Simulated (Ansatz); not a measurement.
# AlBFH3 (SMILES F[BH][AlH2]): single points off equilibrium

The task here is to estimate one member of a computed series from the others.

Method: single points in def2-TZVPP; program: Ansatz 0.2.0, Gaussian basis.

Correlated methods freeze the cores.

### Where the work starts

6 atoms, charge 0, spin multiplicity 1.

Atoms are counted from 1 here; the program's logs count them from 0.

Bond lengths: F1–B2 1.329 Å, B2–Al3 2.088 Å, B2–H4 1.186 Å, Al3–H5 1.550 Å, Al3–H6 1.320 Å. Angles: F1–B2–Al3 91.8°, F1–B2–H4 92.8°, Al3–B2–H4 153.3°, B2–Al3–H5 115.1°, B2–Al3–H6 117.4°, H5–Al3–H6 127.3°.

Geometry (Å):

```
F    -0.1592   -1.3348   -0.8276
B    -0.8996   -0.6371    0.0280
Al    0.6758    0.6765    0.4194
H    -1.9130   -0.9478   -0.5050
H     2.0543    0.2364   -0.1370
H     0.3819    1.8156    1.0171
```

The first run:

File run/in.yaml:

```yaml
crystal:
  periodic: [false, false, false]
  atoms:
    - {symbol: F, position_ang: [-0.159200, -1.334800, -0.827600]}
    - {symbol: B, position_ang: [-0.899600, -0.637100, 0.028000]}
    - {symbol: Al, position_ang: [0.675800, 0.676500, 0.419400]}
    - {symbol: H, position_ang: [-1.913000, -0.947800, -0.505000]}
    - {symbol: H, position_ang: [2.054300, 0.236400, -0.137000]}
    - {symbol: H, position_ang: [0.381900, 1.815600, 1.017100]}
basis:
  gaussian: {orbitals: def2-TZVPP}
correlation: {method: ccsd_t}
output: {forces: true}
```

The command line of these runs was not kept.

Among the steps run: CCSD(T)/def2-TZVPP; PBE0-D4/def2-TZVPP; wB97M-V/def2-TZVPP; r2SCAN-D4/def2-TZVPP; PBE-D4/def2-TZVPP; BLYP-D4/def2-TZVPP; wB97X-V/def2-TZVPP.

One table of the session follows, with a row left open; its other results are not shown here.

| method | RMS force component (eV/Å) | angle to CCSD(T) forces (°) | dipole (D) |
| --- | --- | --- | --- |
| CCSD(T) | 2.119 | reference | 0.92 |
| PBE0-D4 | 2.085 | 3.1 | 0.80 |
| wB97M-V | ? | ? | ? |
| r2SCAN-D4 | 2.097 | 1.4 | 0.75 |
| PBE-D4 | 2.115 | 3.7 | 0.66 |
| BLYP-D4 | 2.100 | 3.8 | 0.75 |
| wB97X-V | 2.112 | 1.0 | 0.86 |

**Question.** Estimate the row for wB97M-V.

The run gave: RMS force component (eV/Å): 2.062; angle to CCSD(T) forces (°): 1.4; dipole (D): 0.91. In the column «RMS force component (eV/Å)» it is the lowest.
